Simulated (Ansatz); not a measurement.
hcp Zr was calculated with r²SCAN in Ansatz (plane waves, PAW).

Numerical settings: plane-wave cutoff 600 eV, 18×18×8 k mesh (along the axes of the cell as run), Fermi–Dirac smearing 0.1 eV, finite displacements, scalar-relativistic PAW data made under PBE.

The cell has the measured lattice parameters. Conventional cell: a = 3.2322 Å, b = 3.2322 Å, c = 5.1479 Å, α = 90.00°, β = 90.00°, γ = 120.00°.

```yaml
crystal:
  lattice:
    - [3.23220, 0.00000, 0.00000]
    - [-1.61610, 2.79917, 0.00000]
    - [0.00000, 0.00000, 5.14790]
  atoms:
    - { symbol: Zr, position: [0.66667, 0.33333, 0.75000] }
    - { symbol: Zr, position: [0.33333, 0.66667, 0.25000] }
```

Harmonic phonon frequencies (cm⁻¹; i marks an imaginary mode):

```json
[
 {"q point": "Γ", "frequencies": "0 0 0 82 82 151"},
 {"q point": "M", "frequencies": "(withheld)"},
 {"q point": "A", "frequencies": "58 58 58 58 138 138"},
 {"q point": "L", "frequencies": "125 125 128 128 193 193"}
]
```

Problem. What belongs in the gaps?

Solution. 
- M, frequencies: 74 80 160 160 177 182

No imaginary mode appears at these points.

Note: the cell isn't this level's own, so it is under some stress, which shifts stiffness and frequencies.

Ansatz is a first-principles code.
